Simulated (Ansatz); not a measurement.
A nudged elastic band was laid between two geometries of CH5ClSi (8 atoms, charge 0, multiplicity 1).

Theory: RKS PBE-D4/def2-SVP in Ansatz 0.2.0.

- movable images: 7
- climbing image: yes
- spring: 5.0 eV/Å²
- optimiser: quadratic models (default)
- start path: through a guess of the saddle point
- force threshold: 0.03 eV/Å
- iteration limit: 60
- end points: relaxed

First end point:

```xyz
8
Properties=species:S:1:pos:R:3
Si 0.407 0.009 0.033
C 0.860 0.005 1.855
H -0.046 -0.092 2.486
H 1.534 -0.848 2.078
H 1.380 0.943 2.133
H 1.629 0.157 -0.829
Cl -0.858 1.623 -0.369
H -0.320 -1.250 -0.348
```

Last end point:

```xyz
8
Properties=species:S:1:pos:R:3
Si 0.137 0.076 -1.076
C 1.251 -0.019 1.814
H 0.187 -0.259 1.991
H 1.899 -0.726 2.365
H 1.458 1.024 2.113
H 1.505 -0.117 0.727
Cl -1.125 1.641 -0.408
H -0.725 -1.073 -0.487
```

Q: Which bonds break or form, and what moves?

A: Bonds broken: Si1–C2, Si1–H6. Bonds formed: C2–H6. CH5ClSi becomes CH4 + ClHSi.

Q: Give the energies along the band, and the barrier.

A: The run converged. The highest image is number 5 of 0 to 8, 278.5 kJ/mol above the first end and 102.4 kJ/mol above the last; the last end lies 176.1 kJ/mol above the first. Neighbouring images differ by up to 1.3 eV, so the band resolves the path poorly. A vibrational analysis at the climbing image gives one clearly imaginary mode, 1124i cm⁻¹: a first-order saddle point. The orbitals stay closed-shell, which can raise the energy where a bond breaks towards radicals; this wasn't checked here.

| image | path coordinate (Å) | energy (kJ/mol) | Si1–C2 (Å) | Si1–H6 (Å) | C2–H6 (Å) |
| --- | --- | --- | --- | --- | --- |
| 0 | 0.00 | 0.0 | 1.88 | 1.50 | 2.80 |
| 1 | 0.37 | 1.0 | 1.88 | 1.50 | 2.77 |
| 2 | 0.73 | 18.6 | 1.85 | 1.49 | 2.53 |
| 3 | 1.10 | 87.1 | 1.88 | 1.47 | 2.21 |
| 4 | 1.47 | 211.9 | 2.03 | 1.46 | 1.89 |
| 5 | 1.83 | 278.5 | 2.27 | 1.52 | 1.61 |
| 6 | 2.53 | 183.4 | 2.73 | 1.94 | 1.15 |
| 7 | 3.23 | 175.7 | 3.11 | 2.29 | 1.12 |
| 8 | 3.93 | 176.1 | 3.10 | 2.27 | 1.12 |

Q: What is the geometry of the highest image?

A: 
```xyz
8
Properties=species:S:1:pos:R:3
Si 0.331 0.023 -0.491
C 0.997 0.008 1.678
H -0.011 0.204 2.089
H 1.368 -1.002 1.932
H 1.695 0.794 2.022
H 1.634 0.325 0.234
Cl -1.145 1.504 -0.265
H -0.282 -1.309 -0.162
```

The band took 19 iterations and of the order of 4 core-minutes.

The run took 4.5 min on 1 thread of Intel(R) Xeon(R) Platinum 8175M CPU @ 2.50GHz (Skylake/Cascade Lake), on a shared host, peak memory 0.17 GiB.
